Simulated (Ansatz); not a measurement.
fcc Pt, treated with PBEsol-D3(BJ) in Ansatz (PAW).

Settings: plane-wave cutoff 520 eV, 24×24×24 k mesh, Fermi–Dirac smearing 0.05 eV, scalar-relativistic PAW data made under PBE.

Energies at three volumes about the minimum:

| V (Å³/atom) | E − E_lowest (meV/atom) |
|---|---|
| 14.338 | 5.92 |
| 14.631 | 0.00 |
| 14.923 | 5.60 |

### Question
Fit a parabola by hand: where is the minimum, what lattice constant follows, and what is the bulk modulus?

### Answer
Slopes: (0.00 − 5.92)/(14.631 − 14.338) = -20.205 and (5.60 − 0.00)/(14.923 − 14.631) = 19.178 meV/Å³. Curvature E″ = 2 × (19.178 − (-20.205))/(14.923 − 14.338) = 134.643 meV/Å⁶. From the middle of the first interval, the slope vanishes at V0 = 14.4845 − (-20.205)/134.643 = 14.635 Å³/atom. B = V0 E″ = 14.635 × 134.643 meV/Å³ × 0.1602 GPa per meV/Å³ = 316 GPa. With 4 atoms in the cube, a = (4 × 14.635)^(1/3) = 3.883 Å. The full Birch–Murnaghan fit to all volumes gives V0 = 14.629 Å³/atom and B0 = 315 GPa.

Measured, for comparison: bulk modulus 289 GPa (corrected for temperature and zero-point phonon effects; as tabulated in Levämäki et al. (2014), arXiv:1402.3671); lattice constant a 3.913 Å (static lattice: zero-point anharmonic expansion removed; as tabulated in Mejia-Rodriguez and Trickey (2018), arXiv:1807.09216). Computed (rounded) less measured: bulk modulus +9 %.

Ansatz is a program for electronic structure.
